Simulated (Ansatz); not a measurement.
Elastic constant C44 (GPa) of solids drawn from the class of alkali halides, at two levels: PBE in Ansatz (PAW), and PBE0 in Ansatz (plane waves, PAW).

```csv
solid,PBE,PBE0
rock-salt NaI,7.06,?
rock-salt LiCl,24.9,26.8
rock-salt KCl,6.62,6.81
rock-salt RbCl,5.25,5.35
rock-salt NaF,26.8,28.9
rock-salt KI,3.76,3.89
rock-salt LiBr,19.2,20.7
```

Question: Estimate the withheld PBE0 value from the other rows.

Answer: One way: carry over the typical ratio. The ratios PBE0 / PBE of the other rows, in order: 1.019, 1.029, 1.035, 1.076, 1.078, 1.078; median 1.0555. Rock-salt NaI: 7.06 × 1.0555 = 7.45 GPa; the run gives 7.52 GPa. The ratios spread from 1.019 to 1.078, so such an estimate is rough.

Over all 7 rows PBE0 is the larger in 7.

Spin–orbit coupling is left out, also for the solids with elements from indium on (rock-salt NaI, rock-salt KI); its size isn't shown.

Each level is taken at its own relaxed cell. Ansatz's density-functional and Hartree–Fock values are scalar-relativistic unless marked +SOC, with PAW data made under PBE.

Ansatz is a first-principles code.
